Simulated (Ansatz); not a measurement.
# P₂F (sextet): wave-function methods side by side, def2-QZVPP

An exercise on one series of results from a longer session: the logs are not shown, and one member is left open.

The runs use Ansatz 0.2.0, Gaussian basis; def2-QZVPP, core rule «outside noble gas», up to 11 orbitals frozen.

Plan: UHF; ROHF; CCSD(T) on UHF.

**What is computed**

The geometry is a PBE0/def2-TZVP stationary point (not a proven minimum) of the parent state, kept for this charge and spin.

3 atoms, charge 0, spin multiplicity 6.

Atoms are counted from 1 here; the program's logs count them from 0.

Bond lengths: F1–P2 1.607 Å, P2–P3 2.278 Å. Angles: F1–P2–P3 98.1°.

Coordinates:

```csv
atom,x (Å),y (Å),z (Å)
F1,0.0000,-0.7712,1.4069
P2,0.0000,0.6376,0.6343
P3,0.0000,-0.1646,-1.4973
```

The first run:

Input file in.yaml:

```yaml
crystal:
  periodic: [false, false, false]
  atoms:
    - {symbol: F, position_ang: [0.000000, -0.771205, 1.406859]}
    - {symbol: P, position_ang: [0.000000, 0.637627, 0.634340]}
    - {symbol: P, position_ang: [0.000000, -0.164593, -1.497266]}
basis:
  gaussian: {orbitals: "def2-QZVPP.json"}
magnetization: {spin_polarized: true, initial_magnetization: 5}
hamiltonian: {xc: hf}
output: {orbitals: {seedname: orbitals}}
```

Started as:

```
> ansatz run in.yaml --threads 1 --pin off --events-out ev --progress --plain --max-ram 2393MiB
```

Steps of the session up to this table: UHF; ROHF; CCSD(T) on UHF.

One table of the session follows, with a row left open; its other results are not shown here.

```
  method  from UCCSD(T) (kJ/mol)
    ROHF                 +1446.0
     UHF                 +1435.2
    UMP2                  +125.2
   UCCSD                       ?
UCCSD(T)                       0
```

Q: Estimate the row for UCCSD from the others.

**Answer.** from UCCSD(T) (kJ/mol): +62.9. In the column «from UCCSD(T) (kJ/mol)» it lies between UCCSD(T) (0) and UMP2 (+125.2).
